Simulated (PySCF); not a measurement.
Spin states of LiP

Unrestricted PBE0; PySCF, no relativity, basis sets Li STO-3G, P STO-3G. Outer shells of the fragments: Li 2s1; P 3s2 3p3.

Followed along the bond (rough minima from three points):

```tsv
2Ms+1	unpaired	⟨S²⟩ at the start	R at minimum (Å)	Te (eV)
3	π ↑↑	2.03	2.21	0.00
1	π ↑↓	1.00	2.19	0.40
3	σ ↑, π ↑	2.05	1.96	0.55
1	none	0.00	2.16	1.40
5	σ ↑↑, π ↑↑	6.00	2.37	1.43
```

Solutions found at the starting distance of 2.350 Å, counted from the lowest of them; the search is not exhaustive and high or unbound solutions are not listed, so other states can lie among these:

| 2Ms+1 | unpaired | term | E (eV) | ⟨S²⟩ | ⟨Lz²⟩ | μ (D) |
| --- | --- | --- | --- | --- | --- | --- |
| 3 | π ↑↑ | ³Σ⁻ | 0.00 | 2.03 | 0.00 | -1.43 |
| 1 | π ↑↓ | mixed | 0.43 | 1.00 | 2.00 | -1.38 |
| 3 | σ ↑, π ↑ | ³Π | 1.16 | 2.05 | 1.01 | -0.70 |
| 5 | σ ↑↑, π ↑↑ | ⁵Σ⁻ | 1.36 | 6.00 | 0.00 | 6.03 |
| 1 | none | mixed | 1.49 | 0.00 | 2.00 | -0.90 |
| 1 | σ ↓, π ↑ | mixed | 1.61 | 1.03 | 1.02 | -0.74 |
| 3 | σ ↑↑, π ↑↓ | mixed | 2.40 | 3.00 | 2.00 | 6.14 |
| 1 | σ ↓↓, π ↑↑ | mixed | 2.41 | 2.00 | 0.00 | 6.08 |
| 3 | σ ↑, π ↑ | ³Π | 2.74 | 2.00 | 1.00 | 6.49 |
| 1 | σ ↓, π ↑ | mixed | 2.79 | 1.00 | 1.00 | 6.50 |

A term symbol is given only where ⟨S²⟩ and ⟨Lz²⟩ are close to those of a pure state; real π, δ and φ orbitals otherwise mix terms. A positive dipole means Li(−)P(+).

Counting both spins, an empty level lies below a filled one in some of these solutions, because spin and occupation are held. STO-3G is very small, so such numbers show the basis as much as the molecule.
